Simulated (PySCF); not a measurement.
Species: 1,3,4-hexatriene, C₆H₈.
Numbering: `[CH2:1]=[CH:2][CH:3]=[C:4]=[CH:5][CH3:6]` (hydrogens: H7, H8 on C1; H9 on C2; H10 on C3; H11 on C5; H12, H13, H14 on C6)

Theory: core-valence-separated Tamm–Dancoff BHandHLYP/aug-pcX-1 (pcseg-1 on H) in PySCF, non-relativistic, gas phase, PBE0-D3(BJ)/def2-SVP geometry. Absolute energies from this functional tend to lie a few eV below measured edges; no shift was applied.

(1) What does the C 1s absorption edge look like?

Results:

(1) 
```tsv
E (eV)	f	core hole on	main final orbital	polarisation
282.38	0.0569	C1	LUMO (60 %)	normal to the local trigonal plane
282.77	0.0554	C4	LUMO (62 %)	–
282.82	0.0628	C2	LUMO (54 %)	normal to the local trigonal plane
283.27	0.0629	C4	LUMO+6 (33 %)	–
283.38	0.0512	C3	LUMO (60 %)	normal to the local trigonal plane
283.44	0.0607	C5	LUMO+6 (36 %)	normal to the local trigonal plane
285.24	0.0049	C5	LUMO (82 %)	in the local trigonal plane
285.51	0.0011	C6	LUMO (63 %)	–
285.71	0.0098	C3	spread	in the local trigonal plane
285.71	0.0097	C1	LUMO+2 (71 %)	in the local trigonal plane
286.08	0.0286	C6	LUMO+1/LUMO+6 (2 roots, f summed)	–
286.10	0.0202	C1	LUMO+3 (52 %)	in the local trigonal plane
286.21	0.0230	C2	LUMO+3 (46 %)	in the local trigonal plane
286.43	0.0160	C6	spread	–
286.44	0.0316	C3 + C5	spread (2 roots, f summed)	–
286.54	0.0252	C6	LUMO+7 (46 %)	–
286.65	0.0082	C2	LUMO+8 (34 %)	normal to the local trigonal plane
286.69	0.0052	C3	LUMO+6 (41 %)	in the local trigonal plane
286.76	0.0002	C4	LUMO+1 (51 %)	–
286.77	0.0071	C2	LUMO+2 (36 %)	in the local trigonal plane
286.96	0.0030	C6	LUMO+4 (46 %)	–
286.97	0.0003	C1	LUMO+1 (35 %)	–
287.13	0.0036	C1	LUMO+8 (45 %)	normal to the local trigonal plane
287.18	0.0045	C5	LUMO+1 (36 %)	in the local trigonal plane
287.20	0.0043	C3	LUMO+3 (40 %)	in the local trigonal plane
```

The first line with a tenth or more of the strongest one's intensity is at 282.38 eV (f = 0.057), with the hole on C1 (terminal =CH2 carbon), polarised normal to the local trigonal plane: a 1s→π* resonance. The strongest listed is at 283.27 eV (f = 0.063; C4).

Roots within 0.03 eV whose holes lie on the same, on equivalent or on shared atoms are summed into one line, and the highest roots are left out, as the search may have cut off their partners. Final orbitals are the ground state's empty Kohn–Sham orbitals. A dash: too weak, shared between unlike atoms, or no plane or axis to refer to.

What length of transition dipole belongs to the line at 282.38 eV?

From f = (2/3) ΔE |μ|² in atomic units, with ΔE = 10.377 Eh and f = 0.0569: |μ| = 0.091 au = 0.23 D.

The ionisation thresholds weren't computed; near and above them a finite basis only mimics Rydberg series and continuum.

The values belong to the conformer `[CH2:1]=[CH:2][CH:3]=[C:4]=[CH:5][CH3:6]`: C1–C2–C3–C4 180°.
